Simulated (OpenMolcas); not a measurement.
**SiH4 (silane), step by step**

Aim: a single-point energy (HF/cc-pVTZ), then a single-point energy (CASSCF(8,8)/cc-pVTZ), then the energy (CASPT2(8,8)/cc-pVTZ), then a single-point energy, then the energy (SC-NEVPT2(8,8)/cc-pVTZ), then the energy, then a single-point energy (MC-PDFT[tPBE](8,8)/cc-pVTZ) of SiH4 (silane). 

The results are computed with OpenMolcas 26.06.

### Step 1. The system as given

The species is SiH4 (5 atoms), meant as a singlet with charge 0. SMILES: `[SiH4]`. The Si1–H5 distance was set to 2.672 Å, away from the relaxed value. At this shape a bond of the SMILES string is far longer than usual.

Bond lengths: Si1–H2 1.485 Å, Si1–H3 1.485 Å, Si1–H4 1.485 Å. Angles: H2–Si1–H3 109.5°, H2–Si1–H4 109.5°, H3–Si1–H4 109.5°.

### Step 2. The energy at HF/cc-pVTZ (run 1)

File step1.inp:

```
&GATEWAY
  BasLib = $CurrDir
  Coord
  5
  angstrom
  Si      -0.374786      -1.106999       0.211172
  H        0.592814      -1.795399       1.102172
  H       -1.705786      -1.062099       0.867272
  H       -0.479886      -1.847299      -1.071328
  H        0.468500       1.383800      -0.264200
  Basis = cc-pVTZ
  Group = NoSym

&SEWARD

&SCF
  PrOrbitals = 0
```

The basis set cc-pVTZ is read from a file made from the Basis Set Exchange's data (not shown).

Started as:

```sh
$ export MOLCAS_MEM=1860
$ pymolcas step1.inp > step1.log
```

The program printed:

```text
--- Start Module: gateway ---
[...]
--- Stop Module: gateway /rc=_RC_ALL_IS_WELL_ ---
--- Start Module: seward ---
[...]
      Basis functions           90
--- Stop Module: seward /rc=_RC_ALL_IS_WELL_ ---
[...]
--- Start Module: scf ---
[...]
       Convergence after  10 Iterations
[...]
::    Total SCF energy                               -291.1224435186
[...]
      Total spin, S                                     0.0000000000
[...]
      Total electronic charge=   18.000000
      Total            charge=   -0.000000
[...]
      Dipole Moment (debye):
      Origin of the operator (angstrom)=   -0.3630   -1.0721    0.2045
                   X= -7.9734E-01               Y= -2.3552E+00               Z=  4.4904E-01           Total=  2.5267E+00
      Quadrupole Moment (debye*angstrom):
[...]
--- Stop Module: scf /rc=_RC_ALL_IS_WELL_ ---
[...]
```

It took 6 s on 1 thread of Arm Neoverse V1, shared host; peak memory 0.49 GiB.

### Step 3. A single-point energy at CASSCF(8,8)/cc-pVTZ (run 2)

File step2.inp:

```
* H4Si CASSCF

&GATEWAY
 BasLib
 $CurrDir
 Coord
 5
 angstrom
 Si      -0.374786      -1.106999       0.211172
 H        0.592814      -1.795399       1.102172
 H       -1.705786      -1.062099       0.867272
 H       -0.479886      -1.847299      -1.071328
 H        0.468500       1.383800      -0.264200
 Basis
 cc-pVTZ
 Group
 NoSym

&SEWARD

&RASSCF
 FileOrb
 $CurrDir/step1.ScfOrb
 Spin
 1
 Nactel
 8 0 0
 Inactive
 5
 Ras2
 8
 OrbListing
 Few
```

The basis set cc-pVTZ is read from a file made from the Basis Set Exchange's data (not shown).

Started as:

```sh
$ export MOLCAS_MEM=1860
$ pymolcas step2.inp > step2.log
```

The program printed:

```text
--- Start Module: gateway ---
[...]
--- Stop Module: gateway /rc=_RC_ALL_IS_WELL_ ---
--- Start Module: seward ---
[...]
      Basis functions           90
--- Stop Module: seward /rc=_RC_ALL_IS_WELL_ ---
[...]
--- Start Module: rasscf ---
[...]
      Number of active orbitals                  8
[...]
      Spin quantum number                      0.0
[...]
      Active orbitals                            8
[...]
      Number of CSFs                          1764
[...]
      Number of root(s) required                 1
[...]
      Convergence after 16 iterations
[...]
      printout of CI-coefficients larger than  0.05 for root  1
      energy=    -291.216562
      conf/sym  11111111     Coeff  Weight
             1  22220000  -0.92240 0.85082
            18  22202000   0.34265 0.11741
            85  u2d20u0d   0.05439 0.00296
           106  ud2200ud  -0.05439 0.00296
      Natural orbitals and occupation numbers for root  1
      sym 1:   1.985333   1.976321   1.976318   1.755979   0.246527   0.017619   0.017614   0.024288
      ************************************************************************************************************************
      *                                                    Final results                                                     *
[...]
::    RASSCF root number  1 Total energy:   -291.21656167
[...]
      Total electronic charge=   18.000000
      Total            charge=   -0.000000
[...]
      Dipole Moment (debye):
      Origin of the operator (angstrom)=   -0.3630   -1.0721    0.2045
                   X= -3.7557E-01               Y= -1.1094E+00               Z=  2.1136E-01           Total=  1.1902E+00
      Quadrupole Moment (debye*angstrom):
[...]
--- Stop Module: rasscf /rc=_RC_ALL_IS_WELL_ ---
[...]
```

Run time: 11 s. Hardware: 1 thread of Arm Neoverse V1, shared host; peak memory 0.49 GiB.

### Step 4. The energy at CASPT2(8,8)/cc-pVTZ (run 3)

File step3.inp:

```
* H4Si CASPT2

&GATEWAY
 BasLib
 $CurrDir
 Coord
 5
 angstrom
 Si      -0.374786      -1.106999       0.211172
 H        0.592814      -1.795399       1.102172
 H       -1.705786      -1.062099       0.867272
 H       -0.479886      -1.847299      -1.071328
 H        0.468500       1.383800      -0.264200
 Basis
 cc-pVTZ
 Group
 NoSym

&SEWARD

&RASSCF
 FileOrb
 $CurrDir/step2.RasOrb
 Spin
 1
 Nactel
 8 0 0
 Inactive
 5
 Ras2
 8
 OrbListing
 Few

&CASPT2
 IPEA
 0.25
 Imaginary
 0.1
 Frozen
 5
```

The basis set cc-pVTZ is read from a file made from the Basis Set Exchange's data (not shown).

Started as:

```sh
$ export MOLCAS_MEM=1860
$ pymolcas step3.inp > step3.log
```

The program printed:

```text
--- Start Module: gateway ---
[...]
--- Stop Module: gateway /rc=_RC_ALL_IS_WELL_ ---
[...]
      Basis functions           90
[...]
--- Start Module: rasscf ---
[...]
      Number of active orbitals                  8
[...]
      Spin quantum number                      0.0
[...]
      Active orbitals                            8
[...]
      Number of CSFs                          1764
[...]
      Number of root(s) required                 1
[...]
      Convergence after  5 iterations
[...]
      printout of CI-coefficients larger than  0.05 for root  1
      energy=    -291.216562
      conf/sym  11111111     Coeff  Weight
             1  22220000   0.92241 0.85085
            18  22202000  -0.34262 0.11739
            85  u2d20u0d  -0.05437 0.00296
           106  ud2200ud   0.05437 0.00296
      Natural orbitals and occupation numbers for root  1
      sym 1:   1.985332   1.976322   1.976320   1.756027   0.246479   0.017618   0.017613   0.024290
      ************************************************************************************************************************
      *                                                    Final results                                                     *
[...]
::    RASSCF root number  1 Total energy:   -291.21656167
[...]
      Total electronic charge=   18.000000
      Total            charge=   -0.000000
[...]
      Dipole Moment (debye):
      Origin of the operator (angstrom)=   -0.3630   -1.0721    0.2045
                   X= -3.7579E-01               Y= -1.1100E+00               Z=  2.1148E-01           Total=  1.1908E+00
      Quadrupole Moment (debye*angstrom):
[...]
--- Start Module: caspt2 ---
[...]
      E2 (Variational):          -0.0870981056
      Total energy:            -291.3036597744
[...]
      Reference weight:           0.96407
[...]
::    CASPT2 Root  1     Total energy:   -291.30365977
[...]
```

It took 8.1 s on 1 thread of Arm Neoverse V1, shared host; peak memory 0.49 GiB.

### Step 5. The energy at CASPT2[IPEA 0](8,8)/cc-pVTZ (run 4)

File step4.input:

```
>>> EXPORT MOLCAS_PRINT=2

&GATEWAY
 BasLib=$CurrDir
 Coord
 5
 angstrom
 Si      -0.374786      -1.106999       0.211172
 H        0.592814      -1.795399       1.102172
 H       -1.705786      -1.062099       0.867272
 H       -0.479886      -1.847299      -1.071328
 H        0.468500       1.383800      -0.264200
 Basis=cc-pVTZ
 Group=NoSym

&SEWARD

&RASSCF
 FileOrb=$CurrDir/step2.RasOrb
 Spin=1
 Nactel=8 0 0
 Inactive=5
 Ras2=8
 OrbListing=Few

&CASPT2
 IPEA=0
 Imaginary=0.1
 Frozen=5
```

The basis set cc-pVTZ is read from a file made from the Basis Set Exchange's data (not shown).

Started as:

```sh
$ export MOLCAS_MEM=1860
$ pymolcas step4.input > step4.log
```

The program printed:

```text
--- Start Module: gateway ---
[...]
--- Stop Module: gateway /rc=_RC_ALL_IS_WELL_ ---
[...]
      Basis functions           90
[...]
--- Start Module: rasscf ---
[...]
      Number of active orbitals                  8
[...]
      Spin quantum number                      0.0
[...]
      Active orbitals                            8
[...]
      Number of CSFs                          1764
[...]
      Number of root(s) required                 1
[...]
      Convergence after  5 iterations
[...]
      printout of CI-coefficients larger than  0.05 for root  1
      energy=    -291.216562
      conf/sym  11111111     Coeff  Weight
             1  22220000   0.92241 0.85085
            18  22202000  -0.34262 0.11739
            85  u2d20u0d  -0.05437 0.00296
           106  ud2200ud   0.05437 0.00296
      Natural orbitals and occupation numbers for root  1
      sym 1:   1.985332   1.976322   1.976320   1.756027   0.246479   0.017618   0.017613   0.024290
      ************************************************************************************************************************
      *                                                    Final results                                                     *
[...]
::    RASSCF root number  1 Total energy:   -291.21656167
[...]
      Total electronic charge=   18.000000
      Total            charge=   -0.000000
[...]
      Dipole Moment (debye):
      Origin of the operator (angstrom)=   -0.3630   -1.0721    0.2045
                   X= -3.7579E-01               Y= -1.1100E+00               Z=  2.1148E-01           Total=  1.1908E+00
      Quadrupole Moment (debye*angstrom):
[...]
--- Start Module: caspt2 ---
[...]
      E2 (Variational):          -0.0883592547
      Total energy:            -291.3049209235
[...]
      Reference weight:           0.96267
[...]
::    CASPT2 Root  1     Total energy:   -291.30492092
[...]
```

Wall time 8.1 s (1 thread of Arm Neoverse V1, shared host); peak memory 0.49 GiB.

### Step 6. The energy at SC-NEVPT2(8,8)/cc-pVTZ (run 5)

File step5.input:

```
&GATEWAY
BasLib=$CurrDir
Coord
5
angstrom
Si      -0.374786      -1.106999       0.211172
H        0.592814      -1.795399       1.102172
H       -1.705786      -1.062099       0.867272
H       -0.479886      -1.847299      -1.071328
H        0.468500       1.383800      -0.264200
Basis=cc-pVTZ
Group=NoSym
&SEWARD
&RASSCF
FileOrb=$CurrDir/step2.RasOrb
Spin=1
Nactel=8 0 0
Inactive=5
Ras2=8
OrbListing=Few
&CASPT2
SC-NEVPT2
Frozen=5
```

The basis set cc-pVTZ is read from a file made from the Basis Set Exchange's data (not shown).

Started as:

```sh
$ export MOLCAS_MEM=1860
$ pymolcas step5.input > step5.log
```

The program printed:

```text
--- Start Module: gateway ---
[...]
--- Stop Module: gateway /rc=_RC_ALL_IS_WELL_ ---
[...]
      Basis functions           90
[...]
      Number of active orbitals                  8
[...]
      Spin quantum number                      0.0
[...]
      Active orbitals                            8
[...]
      Number of CSFs                          1764
[...]
      Number of root(s) required                 1
[...]
      Convergence after  5 iterations
[...]
      printout of CI-coefficients larger than  0.05 for root  1
      energy=    -291.216562
      conf/sym  11111111     Coeff  Weight
             1  22220000   0.92241 0.85085
            18  22202000  -0.34262 0.11739
            85  u2d20u0d  -0.05437 0.00296
           106  ud2200ud   0.05437 0.00296
      Natural orbitals and occupation numbers for root  1
      sym 1:   1.985332   1.976322   1.976320   1.756027   0.246479   0.017618   0.017613   0.024290
      ************************************************************************************************************************
      *                                                    Final results                                                     *
[...]
::    RASSCF root number  1 Total energy:   -291.21656167
[...]
      Total electronic charge=   18.000000
      Total            charge=   -0.000000
[...]
      Dipole Moment (debye):
      Origin of the operator (angstrom)=   -0.3630   -1.0721    0.2045
                   X= -3.7579E-01               Y= -1.1100E+00               Z=  2.1148E-01           Total=  1.1908E+00
      Quadrupole Moment (debye*angstrom):
[...]
      E2 (Variational):          -0.0751733842
[...]
      E2 (Variational):          -0.0741989220
      Total energy:            -291.2907605908
[...]
      Reference weight:           0.97458
[...]
::    SC-NEVPT2 Root  1     Total energy:   -291.29076059
[...]
```

It took 8.4 s on 1 thread of Arm Neoverse V1, shared host; peak memory 0.49 GiB.

### Step 7. The energy at PC-NEVPT2(8,8)/cc-pVTZ (run 6)

File step6.inp:

```
&GATEWAY
BasLib=$CurrDir
Coord
5
angstrom
Si      -0.374786      -1.106999       0.211172
H        0.592814      -1.795399       1.102172
H       -1.705786      -1.062099       0.867272
H       -0.479886      -1.847299      -1.071328
H        0.468500       1.383800      -0.264200
Basis=cc-pVTZ
Group=NoSym
&SEWARD
&RASSCF
FileOrb=$CurrDir/step2.RasOrb
Spin=1
Nactel=8 0 0
Inactive=5
Ras2=8
OrbListing=Few
&CASPT2
PC-NEVPT2
Frozen=5
```

The basis set cc-pVTZ is read from a file made from the Basis Set Exchange's data (not shown).

Started as:

```sh
$ export MOLCAS_MEM=1860
$ pymolcas step6.inp > step6.log
```

The program printed:

```text
--- Start Module: gateway ---
[...]
--- Stop Module: gateway /rc=_RC_ALL_IS_WELL_ ---
[...]
      Basis functions           90
[...]
      Number of active orbitals                  8
[...]
      Spin quantum number                      0.0
[...]
      Active orbitals                            8
[...]
      Number of CSFs                          1764
[...]
      Number of root(s) required                 1
[...]
      Convergence after  5 iterations
[...]
      printout of CI-coefficients larger than  0.05 for root  1
      energy=    -291.216562
      conf/sym  11111111     Coeff  Weight
             1  22220000   0.92241 0.85085
            18  22202000  -0.34262 0.11739
            85  u2d20u0d  -0.05437 0.00296
           106  ud2200ud   0.05437 0.00296
      Natural orbitals and occupation numbers for root  1
      sym 1:   1.985332   1.976322   1.976320   1.756027   0.246479   0.017618   0.017613   0.024290
      ************************************************************************************************************************
      *                                                    Final results                                                     *
[...]
::    RASSCF root number  1 Total energy:   -291.21656167
[...]
      Total electronic charge=   18.000000
      Total            charge=   -0.000000
[...]
      Dipole Moment (debye):
      Origin of the operator (angstrom)=   -0.3630   -1.0721    0.2045
                   X= -3.7579E-01               Y= -1.1100E+00               Z=  2.1148E-01           Total=  1.1908E+00
      Quadrupole Moment (debye*angstrom):
[...]
      E2 (Variational):          -0.0751733842
[...]
      E2 (Variational):          -0.0741989220
      Total energy:            -291.2907605908
[...]
      Reference weight:           0.97458
[...]
::    PC-NEVPT2 Root  1     Total energy:   -291.29173505
[...]
```

Run time: 8.4 s. Hardware: 1 thread of Arm Neoverse V1, shared host; peak memory 0.49 GiB.

### Step 8. A single-point energy at MC-PDFT[tPBE](8,8)/cc-pVTZ (run 7)

File step7.inp:

```
* H4Si MC-PDFT
>>> EXPORT MOLCAS_PRINT=2
&GATEWAY
BasLib
$CurrDir
Coord
5
angstrom
Si      -0.374786      -1.106999       0.211172
H        0.592814      -1.795399       1.102172
H       -1.705786      -1.062099       0.867272
H       -0.479886      -1.847299      -1.071328
H        0.468500       1.383800      -0.264200
Basis
cc-pVTZ
Group
NoSym
&SEWARD
&RASSCF
FileOrb
$CurrDir/step2.RasOrb
Spin
1
Nactel
8 0 0
Inactive
5
Ras2
8
OrbListing
Few
&MCPDFT
KSDFT
T:PBE
```

The basis set cc-pVTZ is read from a file made from the Basis Set Exchange's data (not shown).

Started as:

```sh
$ export MOLCAS_MEM=1860
$ pymolcas step7.inp > step7.log
```

The program printed:

```text
--- Start Module: gateway ---
[...]
--- Stop Module: gateway /rc=_RC_ALL_IS_WELL_ ---
[...]
      Basis functions           90
[...]
--- Start Module: rasscf ---
[...]
      Number of active orbitals                  8
[...]
      Spin quantum number                      0.0
[...]
      Active orbitals                            8
[...]
      Number of CSFs                          1764
[...]
      Number of root(s) required                 1
[...]
      Convergence after  5 iterations
[...]
      printout of CI-coefficients larger than  0.05 for root  1
      energy=    -291.216562
      conf/sym  11111111     Coeff  Weight
             1  22220000   0.92241 0.85085
            18  22202000  -0.34262 0.11739
            85  u2d20u0d  -0.05437 0.00296
           106  ud2200ud   0.05437 0.00296
      Natural orbitals and occupation numbers for root  1
      sym 1:   1.985332   1.976322   1.976320   1.756027   0.246479   0.017618   0.017613   0.024290
      ************************************************************************************************************************
      *                                                    Final results                                                     *
[...]
::    RASSCF root number  1 Total energy:   -291.21656167
[...]
      Total electronic charge=   18.000000
      Total            charge=   -0.000000
[...]
      Dipole Moment (debye):
      Origin of the operator (angstrom)=   -0.3630   -1.0721    0.2045
                   X= -3.7579E-01               Y= -1.1100E+00               Z=  2.1148E-01           Total=  1.1908E+00
      Quadrupole Moment (debye*angstrom):
[...]
--- Stop Module: rasscf /rc=_RC_ALL_IS_WELL_ ---
[...]
--- Start Module: mcpdft ---
[...]
::    MCPDFT root number  1 Total energy:   -291.60659191
--- Stop Module: mcpdft /rc=_RC_ALL_IS_WELL_ ---
[...]
```

Run time: 7.5 s. Hardware: 1 thread of Arm Neoverse V1, shared host; peak memory 0.49 GiB.

### Step 9. What came out

| quantity | value |
| --- | --- |
| run 1, HF/cc-pVTZ: total energy | -291.12244 Eh |
| run 1, HF/cc-pVTZ: dipole moment | 2.53 D |
| run 1, HF/cc-pVTZ: HOMO energy | -9.24 eV |
| run 1, HF/cc-pVTZ: LUMO energy | 0.34 eV |
| run 1, HF/cc-pVTZ: HOMO–LUMO gap | 9.58 eV |
| run 2, CASSCF(8,8)/cc-pVTZ: total energy | -291.21656 Eh |
| run 2, CASSCF(8,8)/cc-pVTZ: dipole moment (CASSCF density) | 1.19 D |
| run 3, CASPT2(8,8)/cc-pVTZ: total energy | -291.30366 Eh |
| run 3, CASPT2(8,8)/cc-pVTZ: dipole moment (CASSCF density) | 1.19 D |
| run 4, CASPT2[IPEA 0](8,8)/cc-pVTZ: total energy | -291.30492 Eh |
| run 4, CASPT2[IPEA 0](8,8)/cc-pVTZ: dipole moment (CASSCF density) | 1.19 D |
| run 5, SC-NEVPT2(8,8)/cc-pVTZ: total energy | -291.29076 Eh |
| run 5, SC-NEVPT2(8,8)/cc-pVTZ: dipole moment (CASSCF density) | 1.19 D |
| run 6, PC-NEVPT2(8,8)/cc-pVTZ: total energy | -291.29174 Eh |
| run 6, PC-NEVPT2(8,8)/cc-pVTZ: dipole moment (CASSCF density) | 1.19 D |
| run 7, MC-PDFT[tPBE](8,8)/cc-pVTZ: total energy | -291.60659 Eh |
| run 7, MC-PDFT[tPBE](8,8)/cc-pVTZ: dipole moment (CASSCF density) | 1.19 D |

**Reading.** One bond (run 1, HF/cc-pVTZ) is far stretched, which a spin-restricted single reference describes badly; a broken-symmetry solution may lie lower. Mulliken charges (run 2, CASSCF(8,8)/cc-pVTZ) run from -0.09 on H5 to +0.13 on Si1. Mulliken charges (run 6, PC-NEVPT2(8,8)/cc-pVTZ) of the CASSCF density run from -0.09 on H5 to +0.13 on Si1; they depend strongly on the basis. Mulliken charges (run 7, MC-PDFT[tPBE](8,8)/cc-pVTZ) of the CASSCF density run from -0.09 on H5 to +0.13 on Si1.
